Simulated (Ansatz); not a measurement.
# AlSiH6 (doublet): wave-function methods side by side at distance Al1–H4 along a hydrogen transfer = 1.948 Å, cc-pVDZ

How much of the correlation energy of AlSiH6 (doublet) does each wave-function method recover here?

Program: Ansatz 0.2.0, Gaussian basis. Level of theory: cc-pVDZ, core rule «outside noble gas», up to 10 orbitals frozen. These are calculated values, not measurements.

To be run: UHF; CCSD(T) on ROHF; CCSD(T) on UHF; BCCD(T) on ROHF; CISD; CCSDT(Q) on ROHF; CCSDT(Q) on UHF; CASSCF and MRCISD+Q, 3 electrons in 3 orbitals; CASSCF and NEVPT2, 3 electrons in 3 orbitals; CASSCF and MRCISD+Q, 9 electrons in 9 orbitals; CASSCF and NEVPT2, 9 electrons in 9 orbitals.

## (1) The system

The geometry derives from fragments relaxed apart (PBE0/def2-TZVP) and kept rigid, so it is no stationary point. A hydrogen atom is moved between rigid fragments.

8 atoms, charge 0, spin multiplicity 2.

Atoms are counted from 1 here; the program's logs count them from 0.

Bond lengths: Al1–H2 1.586 Å, Al1–H3 1.586 Å, Al1–H4 1.948 Å, Si5–H6 1.486 Å, Si5–H7 1.486 Å, Si5–H8 1.486 Å. Angles: H2–Al1–H3 120.0°, H2–Al1–H4 120.0°, H3–Al1–H4 120.0°, H6–Si5–H7 111.3°, H6–Si5–H8 111.3°, H7–Si5–H8 111.3°.

## (2) UHF

The input, in.yaml:

```yaml
crystal:
  periodic: [false, false, false]
  atoms:
    - {symbol: Al, position_ang: [-1.999208, 0.000000, 0.000000]}
    - {symbol: H, position_ang: [-2.792131, 1.373384, 0.000000]}
    - {symbol: H, position_ang: [-2.792132, -1.373384, 0.000001]}
    - {symbol: H, position_ang: [-0.051208, 0.000000, 0.000000]}
    - {symbol: Si, position_ang: [1.872792, 0.000000, 0.000000]}
    - {symbol: H, position_ang: [2.322764, -1.416253, 0.000000]}
    - {symbol: H, position_ang: [2.322766, 0.708126, -1.226512]}
    - {symbol: H, position_ang: [2.322767, 0.708127, 1.226511]}
basis:
  gaussian: {orbitals: cc-pVDZ}
magnetization: {spin_polarized: true, initial_magnetization: 1}
hamiltonian: {xc: hf}
output: {orbitals: {seedname: orbitals}}
```

Command:

```sh
$ ansatz run in.yaml --threads 1 --pin off --events-out ev --progress --plain --max-ram 3968MiB --backend cpu
```

Further steps of the session: CCSD(T) on ROHF; CCSD(T) on UHF; BCCD(T) on ROHF; CISD; CCSDT(Q) on ROHF; CCSDT(Q) on UHF; CASSCF and MRCISD+Q, 3 electrons in 3 orbitals; CASSCF and NEVPT2, 3 electrons in 3 orbitals; CASSCF and MRCISD+Q, 9 electrons in 9 orbitals; CASSCF and NEVPT2, 9 electrons in 9 orbitals.

Before running them: what should the planned runs give, taken together? Wanted: UCCSDT(Q) below the RHF energy; RMP2 from UCCSDT(Q); UMP2 from UCCSDT(Q); RCCSD from UCCSDT(Q); RCCSD(T) from UCCSDT(Q); UCCSD(T) from UCCSDT(Q); RCCSDT(Q) from UCCSDT(Q); NEVPT2 pair from UCCSDT(Q); MRCISD+Q pair from UCCSDT(Q).

**Answer**, as computed:

| quantity | value |
| --- | --- |
| UCCSDT(Q) below the RHF energy | -6.6689 eV |
| RMP2 from UCCSDT(Q) | +149.5 kJ/mol |
| UMP2 from UCCSDT(Q) | +152.9 kJ/mol |
| RCCSD from UCCSDT(Q) | +16.5 kJ/mol |
| RCCSD(T) from UCCSDT(Q) | +3.8 kJ/mol |
| UCCSD(T) from UCCSDT(Q) | +3.9 kJ/mol |
| RCCSDT(Q) from UCCSDT(Q) | 0.0 kJ/mol |
| NEVPT2 pair from UCCSDT(Q) | +146.8 kJ/mol |
| MRCISD+Q pair from UCCSDT(Q) | +5.3 kJ/mol |
| NEVPT2 frontier from UCCSDT(Q) | +139.3 kJ/mol |
| levels within 1 kcal/mol (43 meV) | RCCSD(T), UCCSD(T), BCCD(T), RCCSDT, UCCSDT, RCCSDT(Q), MRCISD+Q frontier |
| T1 diagnostic | 0.019 |

RCCSD(T) lands +3.8 kJ/mol from the yardstick (0.6 % of the correlation energy). Of the multireference levels listed MRCISD+Q frontier comes nearest in total energy (+4.1 kJ/mol), which doesn't show that its space is the better one. These misses are within one basis, not against nature; the frozen cores of restricted and unrestricted runs differ, which can shift their rows.
